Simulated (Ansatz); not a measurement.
# SiN+ (triplet): wave-function methods side by side, cc-pVDZ

An exercise on one series of results from a longer session: the logs are not shown, and one member is left open.

Program: Ansatz 0.2.0, Gaussian basis. Level of theory: cc-pVDZ, core rule «outside noble gas», up to 6 orbitals frozen. These are calculated values, not measurements.

Plan: UHF; CCSD(T) on ROHF; CCSD(T) on UHF; BCCD(T) on ROHF; CISD; CCSDT(Q) on ROHF; CCSDT(Q) on UHF; CASSCF and MRCISD+Q, 8 electrons in 8 orbitals; CASSCF and NEVPT2, 8 electrons in 8 orbitals.

15 further runs of the same task are left out: 4 that didn't finish, 11 set aside as unsound or not needed.

### The system

The geometry is a PBE0/def2-TZVP stationary point (not a proven minimum) of the parent state, kept for this charge and spin.

2 atoms, charge 1, spin multiplicity 3.

Atoms are counted from 1 here; the program's logs count them from 0.

Bond lengths: Si1–N2 1.889 Å.

Set-up of the first run:

Input file in.yaml:

```yaml
crystal:
  periodic: [false, false, false]
  atoms:
    - {symbol: Si, position_ang: [0.000000, 0.000000, 0.000000]}
    - {symbol: N, position_ang: [0.000000, 0.000000, 1.889128]}
basis:
  gaussian: {orbitals: cc-pVDZ}
total_charge: 1
magnetization: {spin_polarized: true, initial_magnetization: 2}
hamiltonian: {xc: hf}
output: {orbitals: {seedname: orbitals}}
```

Command:

```console
> ansatz run in.yaml --threads 1 --pin off --events-out ev --progress --plain --max-ram 2393MiB
```

Among the steps run: UHF; CCSD(T) on ROHF; CCSD(T) on UHF; BCCD(T) on ROHF; CISD; CCSDT(Q) on ROHF; CCSDT(Q) on UHF; CASSCF and MRCISD+Q, 8 electrons in 8 orbitals; CASSCF and NEVPT2, 8 electrons in 8 orbitals.

One table of the session follows, with a row left open; its other results are not shown here.

| method | from UCCSDT(Q) (meV) |
| --- | --- |
| ROHF | +5365.5 |
| UHF | +5209.3 |
| RMP2 | +1140.2 |
| UMP2 | +1149.1 |
| CISD | +502.5 |
| RCCSD | +203.6 |
| UCCSD | +198.5 |
| RCCSD(T) | +52.4 |
| UCCSD(T) | +51.6 |
| BCCD(T) | +54.3 |
| RCCSDT | +15.0 |
| UCCSDT | +13.6 |
| RCCSDT(Q) | +3.5 |
| UCCSDT(Q) | 0 |
| CASSCF valence | +3496.6 |
| NEVPT2 valence | ? |
| MRCISD valence | +183.0 |
| MRCISD+Q valence | +6.8 |

Estimate the missing values for NEVPT2 valence.

As computed: from UCCSDT(Q) (meV): +694.3. In the column «from UCCSDT(Q) (meV)» it lies between CISD (+502.5) and RMP2 (+1140.2).

Among the levels timed on like hardware and quicker than the yardstick, those that no quicker one beats, quickest first: CISD (1.1 s, +502.5 meV); BCCD(T) (2.1 s, +54.3 meV); RCCSD(T) (2.4 s, +52.4 meV); MRCISD+Q valence (3.5 s, +6.8 meV); RCCSDT(Q) (6.5 s, +3.5 meV).

Limits of these values: Of the multireference levels listed MRCISD+Q valence comes nearest in total energy (+6.8 meV), which doesn't show that its space is the better one. Restricted and unrestricted rows rest on different reference determinants; where their highest levels disagree by more than a few hundredths of an eV, they describe different states and don't form one ladder.
